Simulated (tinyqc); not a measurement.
CCSD on RHF in the sto-6g basis, frozen core, for BH3, spin multiplicity 1, step by step (part 2 of 2). Computed by tinyqc, a small Python program that keeps every step (integrals from PySCF). Command: `OMP_NUM_THREADS=1 python tinyqc.py 29437 29438 out.jsonl` (the two numbers bound the seeds that draw the settings). One thread of a shared host (Intel(R) Xeon(R) Processor @ 2.60GHz), about 0.4 s of CPU time with the checks.

Geometry (angstrom):
```
atom        x        y       z
B      0.0000   0.0000  0.0240
H      1.1730   0.0000  0.0000
H     -0.5870   1.0160  0.0000
H     -0.5870  -1.0160  0.0000
```

## Integrals over molecular orbitals

coefficients C:
```
            MO1      MO2      MO3      MO4      MO5      MO6      MO7      MO8
1B 1s    0.9942  -0.2200   0.0000   0.0000  -0.0077  -0.2456   0.0000  -0.0003
1B 2s    0.0248   0.5461  -0.0001   0.0000   0.0367   1.4983   0.0000   0.0019
1B 2px   0.0000   0.0001   0.5087   0.0000   0.0000  -0.0013   0.0000   1.2016
1B 2py   0.0000   0.0000   0.0000   0.5087   0.0000   0.0000   1.2011   0.0000
1B 2pz  -0.0001  -0.0039   0.0000   0.0000   0.9994  -0.0428   0.0000  -0.0001
2H 1s   -0.0044   0.2829   0.5152   0.0000  -0.0116  -0.7546   0.0000  -1.0085
3H 1s   -0.0044   0.2827  -0.2577   0.4463  -0.0115  -0.7559  -0.8723   0.5030
4H 1s   -0.0044   0.2827  -0.2577  -0.4463  -0.0115  -0.7559   0.8723   0.5030
```

core Hamiltonian H = T + V (hartree):
```
           1B 1s    1B 2s   1B 2px   1B 2py   1B 2pz    2H 1s    3H 1s    4H 1s
1B 1s   -13.7973  -3.4364   0.0000   0.0000   0.0012  -0.9378  -0.9370  -0.9370
1B 2s    -3.4364  -4.6773   0.0000   0.0000   0.0101  -2.0728  -2.0718  -2.0718
1B 2px    0.0000   0.0000  -3.9886   0.0000   0.0000  -1.8506   0.9255   0.9255
1B 2py    0.0000   0.0000   0.0000  -3.9884   0.0000   0.0000  -1.6018   1.6018
1B 2pz    0.0012   0.0101   0.0000   0.0000  -3.8027   0.0400   0.0400   0.0400
2H 1s    -0.9378  -2.0728  -1.8506   0.0000   0.0400  -3.2122  -0.5027  -0.5027
3H 1s    -0.9370  -2.0718   0.9255  -1.6018   0.0400  -0.5027  -3.2115  -0.5028
4H 1s    -0.9370  -2.0718   0.9255   1.6018   0.0400  -0.5027  -0.5028  -3.2115
```

Given earlier and not repeated: Two-electron integrals (ij|kl) in chemists' order.

(pq|rs) = sum C_ip C_jq C_kr C_ls (ij|kl), one index at a time.

one-electron integrals over orbitals h = C^T H C (hartree):
```
          1        2        3        4        5        6        7        8
1  -13.7845   0.3015   0.0000   0.0000   0.0121   0.3219   0.0000   0.0004
2    0.3015  -3.8193  -0.0001   0.0000  -0.0060  -0.6194   0.0000  -0.0007
3    0.0000  -0.0001  -3.5666   0.0000   0.0000   0.0009   0.0000  -0.6238
4    0.0000   0.0000   0.0000  -3.5662   0.0000   0.0000  -0.6237   0.0000
5    0.0121  -0.0060   0.0000   0.0000  -3.8021   0.0196   0.0000   0.0000
6    0.3219  -0.6194   0.0009   0.0000   0.0196  -2.9947   0.0000   0.0002
7    0.0000   0.0000   0.0000  -0.6237   0.0000   0.0000  -3.1630   0.0000
8    0.0004  -0.0007  -0.6238   0.0000   0.0000   0.0002   0.0000  -3.1628
```

Two-electron integrals over orbitals (pq|rs), unique and non-zero (hartree); the lowest 1 orbital is frozen and left out:
```
(22|22) 0.4449      (32|22) 6.56e-05    (32|32) 0.1219      (33|22) 0.4419
(33|32) 0.0633      (33|33) 0.4956      (42|42) 0.1218      (43|42) -0.0634
(43|43) 0.0492      (44|22) 0.4418      (44|32) -0.0634     (44|33) 0.3974
(44|44) 0.4957      (52|22) -0.0010     (52|32) -2.93e-07   (52|33) -0.0006
(52|44) -0.0006     (52|52) 0.0691      (53|22) -7.37e-07   (53|32) -0.0008
(53|33) -0.0008     (53|44) 0.0008      (53|52) -5.15e-06   (53|53) 0.0181
(54|42) -0.0008     (54|43) 0.0008      (54|54) 0.0181      (55|22) 0.4640
(55|32) 1.53e-05    (55|33) 0.4373      (55|44) 0.4373      (55|52) 0.0059
(55|53) -1.55e-06   (55|55) 0.5872      (62|22) 0.0419      (62|32) -1.49e-05
(62|33) 0.0220      (62|44) 0.0220      (62|52) -3.66e-04   (62|53) -1.48e-06
(62|55) 0.1073      (62|62) 0.0709      (63|22) -9.90e-05   (63|32) -0.0425
(63|33) -0.0400     (63|44) 0.0399      (63|52) -2.58e-06   (63|53) 0.0010
(63|55) -1.49e-04   (63|62) -1.25e-04   (63|63) 0.0583      (64|42) -0.0426
(64|43) 0.0400      (64|54) 0.0010      (64|64) 0.0584      (65|22) -0.0024
(65|32) -3.72e-06   (65|33) -0.0011     (65|44) -0.0011     (65|52) 0.0659
(65|53) -2.90e-05   (65|55) 0.0008      (65|62) -0.0038     (65|63) 2.83e-06
(65|65) 0.0694      (66|22) 0.4434      (66|32) -2.26e-04   (66|33) 0.4427
(66|44) 0.4429      (66|52) -0.0044     (66|53) 2.46e-06    (66|55) 0.4654
(66|62) 0.0299      (66|63) 3.67e-05    (66|65) -0.0056     (66|66) 0.4625
(72|42) -0.0041     (72|43) 0.0253      (72|54) 0.0014      (72|64) 0.0459
(72|72) 0.0488      (73|42) 0.0523      (73|43) -0.0237     (73|54) -0.0007
(73|64) -0.0300     (73|72) -0.0095     (73|73) 0.0367      (74|22) 0.0455
(74|32) 0.0523      (74|33) 0.0534      (74|44) 0.0059      (74|52) 0.0025
(74|53) -0.0007     (74|55) 0.0961      (74|62) 0.0674      (74|63) -0.0300
(74|65) -0.0008     (74|66) 0.0287      (74|74) 0.1049      (75|42) 0.0034
(75|43) -0.0016     (75|54) 0.0162      (75|64) -0.0012     (75|72) 4.53e-04
(75|73) 0.0014      (75|75) 0.0200      (76|42) 0.1091      (76|43) -0.0575
(76|54) -0.0011     (76|64) -0.0452     (76|72) -0.0096     (76|73) 0.0534
(76|75) 0.0030      (76|76) 0.1113      (77|22) 0.4604      (77|32) -0.0282
(77|33) 0.4275      (77|44) 0.4929      (77|52) 0.0009      (77|53) 0.0009
(77|55) 0.4788      (77|62) 0.0455      (77|63) 0.0368      (77|65) -0.0006
(77|66) 0.4702      (77|74) 0.0422      (77|77) 0.5314      (82|22) 3.45e-05
(82|32) -0.0041     (82|33) -0.0253     (82|44) 0.0254      (82|52) 5.36e-07
(82|53) 0.0014      (82|55) 1.24e-04    (82|62) 5.04e-05    (82|63) 0.0458
(82|65) -4.96e-06   (82|66) 3.88e-05    (82|74) -0.0095     (82|77) 0.0314
(82|82) 0.0488      (83|22) 0.0455      (83|32) -0.0523     (83|33) 0.0060
(83|44) 0.0534      (83|52) 0.0025      (83|53) 0.0007      (83|55) 0.0961
(83|62) 0.0674      (83|63) 0.0299      (83|65) -0.0008     (83|66) 0.0289
(83|74) 0.0356      (83|77) 0.0645      (83|82) 0.0097      (83|83) 0.1049
(84|42) 0.0522      (84|43) -0.0237     (84|54) -0.0007     (84|64) -0.0299
(84|72) -0.0095     (84|73) 0.0325      (84|75) 0.0014      (84|76) 0.0534
(84|84) 0.0367      (85|22) -1.11e-06   (85|32) 0.0034      (85|33) 0.0016
(85|44) -0.0016     (85|52) 7.77e-05    (85|53) 0.0162      (85|55) 1.23e-06
(85|62) -5.31e-06   (85|63) -0.0012     (85|65) 5.52e-05    (85|66) -1.26e-05
(85|74) 0.0014      (85|77) -4.98e-04   (85|82) 4.53e-04    (85|83) -0.0014
(85|85) 0.0200      (86|22) 3.69e-05    (86|32) 0.1091      (86|33) 0.0573
(86|44) -0.0574     (86|52) -6.45e-06   (86|53) -0.0011     (86|55) -5.88e-06
(86|62) -2.79e-05   (86|63) -0.0450     (86|65) -8.92e-06   (86|66) -2.43e-04
(86|74) 0.0534      (86|77) -0.0292     (86|82) -0.0096     (86|83) -0.0535
(86|85) 0.0030      (86|86) 0.1112      (87|42) -0.0281     (87|43) 0.0327
(87|54) 0.0009      (87|64) 0.0368      (87|72) 0.0313      (87|73) -0.0111
(87|75) -4.94e-04   (87|76) -0.0291     (87|84) -0.0110     (87|87) 0.0343
(88|22) 0.4605      (88|32) 0.0285      (88|33) 0.4930      (88|44) 0.4274
(88|52) 0.0009      (88|53) -0.0009     (88|55) 0.4788      (88|62) 0.0456
(88|63) -0.0370     (88|65) -0.0006     (88|66) 0.4701      (88|74) 0.0646
(88|77) 0.4626      (88|82) -0.0313     (88|83) 0.0421      (88|85) 0.0005
(88|86) 0.0293      (88|88) 0.5316
```

## CCSD: starting amplitudes

orbital energies (hartree): MO1 -7.5238, MO2 -0.6734, MO3 -0.4710, MO4 -0.4708, MO5 0.2334, MO6 0.7078, MO7 0.7581, MO8 0.7587

t_ij^ab = <ij||ab> / (e_i + e_j - e_a - e_b), whose energy is MP2.

Starting amplitudes (spin orbitals 1a, 1b, ...; amplitudes related by a flip of all spins are not repeated; the 24 largest):
```
from      to        t
4a 4b  7a 7b  -0.0427
3a 3b  8a 8b  -0.0427
2a 2b  5a 5b  -0.0381
2a 4b  6a 7b  -0.0258
2a 3b  6a 8b  -0.0258
2a 2b  6a 6b  -0.0256
4a 4b  6a 6b  -0.0248
3a 3b  6a 6b  -0.0247
2a 4b  6b 7a   0.0176
2a 3b  6b 8a   0.0176
2a 2b  7a 7b  -0.0171
2a 2b  8a 8b  -0.0170
3a 3b  7a 7b  -0.0149
4a 4b  8a 8b  -0.0149
3a 4b  7b 8a   0.0145
3a 4b  7a 8b  -0.0132
4a 4b  5a 5b  -0.0128
3a 3b  5a 5b  -0.0128
3a 4b  6a 7b   0.0125
3a 4b  6b 7a  -0.0125
4a 4b  6a 8b   0.0124
3a 3b  6a 8b  -0.0124
2a 3a  6a 8a  -0.0082
2a 4a  6a 7a  -0.0082
```

correlation energy = -0.035572 hartree

## CCSD: amplitude update 1

t_i^a D_i^a and t_ij^ab D_ij^ab are set to the remaining terms of the spin-orbital equations, evaluated with the old amplitudes; for the doubles these are <ij||ab> + 1/2 <ab||ef> t_ij^ef + 1/2 <mn||ij> t_mn^ab + P(ij)P(ab) <mb||ej> t_im^ae + terms in t^2 + terms with t1, D the orbital-energy denominators.

Amplitudes after update 1 (spin orbitals 1a, 1b, ...; amplitudes related by a flip of all spins are not repeated; the 24 largest):
```
from      to        t
4a 4b  7a 7b  -0.0554
3a 3b  8a 8b  -0.0554
2a 2b  5a 5b  -0.0491
2a 4b  6a 7b  -0.0336
2a 3b  6a 8b  -0.0336
4a 4b  6a 6b  -0.0325
3a 3b  6a 6b  -0.0324
2a 2b  6a 6b  -0.0313
2a 4b  6b 7a   0.0252
2a 3b  6b 8a   0.0252
2a 2b  7a 7b  -0.0209
2a 2b  8a 8b  -0.0209
3a 4b  7a 8b  -0.0194
3a 4b  7b 8a   0.0190
3a 3b  7a 7b  -0.0170
4a 4b  8a 8b  -0.0169
3a 4b  6a 7b   0.0169
3a 4b  6b 7a  -0.0169
4a 4b  6a 8b   0.0168
3a 3b  6a 8b  -0.0168
4a 4b  5a 5b  -0.0128
3a 3b  5a 5b  -0.0128
2a 3a  6a 8a  -0.0084
2a 4a  6a 7a  -0.0084
```

correlation energy = -0.046297 hartree

## CCSD: convergence

E_corr = 1/4 sum <ij||ab> t_ij^ab + 1/2 sum <ij||ab> t_i^a t_j^b; stop when the norm of the change is below 1e-8.

Course of the amplitude iterations:
```
update  correlation energy (hartree)  norm of the change
0                          -0.035572                   -
1                          -0.046297            7.59e-02
2                          -0.049775            2.67e-02
3                          -0.050961            1.02e-02
4                          -0.051383            4.13e-03
5                          -0.051538            1.76e-03
6                          -0.051597            7.79e-04
7                          -0.051620            3.54e-04
8                          -0.051629            1.64e-04
9                          -0.051633            7.72e-05
10                         -0.051634            3.66e-05
11                         -0.051635            1.75e-05
12                         -0.051635            8.39e-06
13                         -0.051635            4.05e-06
14                         -0.051635            1.96e-06
15                         -0.051635            9.58e-07
16                         -0.051635            4.69e-07
17                         -0.051635            2.31e-07
18                         -0.051635            1.14e-07
19                         -0.051635            5.64e-08
20                         -0.051635            2.80e-08
21                         -0.051636            1.40e-08
22                         -0.051636            6.98e-09
```

Converged amplitudes (spin orbitals 1a, 1b, ...; amplitudes related by a flip of all spins are not repeated; the 24 largest):
```
from      to        t
4a 4b  7a 7b  -0.0625
3a 3b  8a 8b  -0.0625
2a 2b  5a 5b  -0.0558
2a 4b  6a 7b  -0.0369
2a 3b  6a 8b  -0.0369
4a 4b  6a 6b  -0.0369
3a 3b  6a 6b  -0.0368
2a 2b  6a 6b  -0.0343
2a 4b  6b 7a   0.0298
2a 3b  6b 8a   0.0298
3a 4b  7a 8b  -0.0241
2a 2b  7a 7b  -0.0224
2a 2b  8a 8b  -0.0224
3a 4b  7b 8a   0.0214
3a 4b  6a 7b   0.0190
3a 4b  6b 7a  -0.0189
4a 4b  6a 8b   0.0189
3a 3b  6a 8b  -0.0189
3a 3b  7a 7b  -0.0170
4a 4b  8a 8b  -0.0170
4a 4b  5a 5b  -0.0089
3a 3b  5a 5b  -0.0089
2a 3a  6a 8a  -0.0071
2a 4a  6a 7a  -0.0071
```

CCSD total energy = -26.381913 hartree

T1 diagnostic, norm of the one-spin t1 over sqrt(correlated electrons) = 0.0022

Converged in 22 updates.
